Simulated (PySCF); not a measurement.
Compound: ethyl cyanide, C₃H₅N.
InChI=1S/C3H5N/c1-2-3-4/h2H2,1H3

Linear response at B3LYP/def2-SVPD (PySCF, frozen core in the response, non-relativistic). Geometry: PBE0-D3(BJ)/def2-SVP; no solvent, vibrations or thermal averaging.

Static isotropic polarisability: 41.34 au (6.13 Å³), principal values 34.3, 37.1, 52.6 au.

Question: What is the polarisability at 1064 nm and at the sodium D line?

Answer: 41.62 au at 1064 nm (+0.7 %), 42.28 au at 589.3 nm (+2.3 %). The rise at 589.3 nm is 3.33 times that at 1064 nm; a pure ω² law gives 3.26. The lowest singlet lies at 163 nm, shorter than both wavelengths.

Question: What is the isotropic C6 coefficient between two such molecules, C6 = (3/π)∫α(iω)² dω?

Answer: 747.9 au (Eh·bohr⁶) by a ten-point quadrature over imaginary frequencies, which is 447 eV·Å⁶ or 43.1 J·nm⁶/mol.

Question: Which effective excitation energy ω̄ makes London's formula C6 = (3/4)α²ω̄ exact here?

Answer: ω̄ = 4·C6/(3α²) = 0.583 Eh = 15.9 eV. A one-pole form α(ω) = α/(1 − ω²/ω̄²) fitted to the 1064 nm value gives 14.2 eV.

Question: What n − 1 at the D line would an ideal gas of it have at 273.15 K and 1 atm (2.6868 × 10¹⁹ cm⁻³), by n − 1 = 2π·N·α′?

Answer: 10.58 × 10⁻⁴, a formal value whether or not that pressure can be reached.

Question: What molar refraction at the D line follows from R = (4π/3)·N_A·α′, with α′ the polarisability volume?

Answer: α′ = 6.27 Å³ gives R = 15.80 cm³/mol, for isolated, non-vibrating species.

Question: What three-body coefficient follows from the one-pole estimate C9 = (3/4)·α·C6?

Answer: 23200 au. This is an estimate from the two numbers above, not a computed integral.
